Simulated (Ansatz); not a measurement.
## singlet CHF: levels of theory in one basis

| atom | x (Å) | y (Å) | z (Å) |
| --- | --- | --- | --- |
| H | 0.0000 | 0.2006 | -1.0177 |
| C | 0.0000 | -0.5300 | -0.0446 |
| F | 0.0000 | 0.3295 | 1.0623 |

Basis set: def2-SVP (spherical functions). Frozen core: 2 orbitals. Charge 0, multiplicity 1.

Computed with Ansatz (development build ahead of 0.2.0); each method stands on the lowest determinant of its kind that the runs found.

```csv
method,E − E(RHF) (eV),<S²> of the determinant
RHF,0.00,–
UHF,-0.29,0.57
UHF-MP2,-8.05,0.57
RHF-CCSD(T),-8.97,–
UHF-CCSD(T),-8.94,0.57
```

(1) What does RHF-MP2 give on the same scale?

## Answers

(1) -8.14 eV.

Caution for UHF, UHF-MP2, UHF-CCSD(T): the unrestricted determinant is spin contaminated. Caution for UHF-MP2, UHF-CCSD(T): a plain start can end on a higher determinant.
